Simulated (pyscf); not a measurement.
Elementary routes open to HB=NH (SMILES B=N) + H• (SMILES [H]) in the gas phase (doublet surface):
A. HB=N• (SMILES B=[N]) + H₂ (SMILES [H][H]) (H–N broken; H–H formed)
B. [HB–NH₂]• (SMILES [BH]N) (none broken; H–N formed)
C. [B=NH]• (SMILES [B]=N) + H₂ (SMILES [H][H]) (B–H broken; H–H formed)

Structures and frequencies: ωB97X-D3(BJ)/def2-SVP in PySCF.

**Question.** Rank the routes by free-energy barrier at 1200 K, lowest first, for ωB97M-D3(BJ)/def2-TZVP energies (ideal gas, 1 atm, RRHO with modes under 100 cm⁻¹ raised to 100, one conformer, R ln 2 for chiral ones without a mode under 150 cm⁻¹).

**Answer.** B (1.50 eV), C (1.60 eV), A (2.16 eV)

Route B is the fastest of these, ahead of the next by 0.10 eV. The most stable products are those of B (ΔG = -0.06 eV), so kinetics and thermodynamics agree. At 298 K B is still the fastest. Only these routes are compared; each barrier is that of the saddle found, and lower ones may exist. The term symbol of open-shell B=NH, HB=N• was not checked; spin-orbit terms and orbital degeneracy are left out.
